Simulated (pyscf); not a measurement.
`[TeH2]` + `[GeH4]` → `[GeH3][TeH]` + `[H][H]`, a four-centre exchange (singlet surface; H–Te, Ge–H broken, Ge–Te, H–H formed). Structures and frequencies: ωB97X-D3(BJ)/def2-SVP in PySCF. Energies in eV from the separated reactants.

AM1 to PM7: differences of heats of formation from MOPAC, which are fitted to 298 K values and so differ in kind from electronic energies by zero-point and thermal terms. 

Problem. Quick PM7 single points give ΔE‡ = 2.62 eV and ΔE = -0.42 eV. What does ωB97M-D3(BJ)/def2-TZVP give, and how far is the quick result from it?

Solution. ωB97M-D3(BJ)/def2-TZVP gives ΔE‡ = 2.33 eV and ΔE = -0.37 eV. PM7 lies 0.29 eV over it in the barrier and 0.05 eV under it in the reaction energy, so on this step it does not hold to within 0.13 eV. ωB97M-D3(BJ)/def2-TZVP has limits of its own. This is the saddle that the search found; another between the same sides may lie lower. In the def2 sets elements up to Kr have no core potential. In the def2 sets elements past Kr carry core potentials, without spin-orbit coupling.
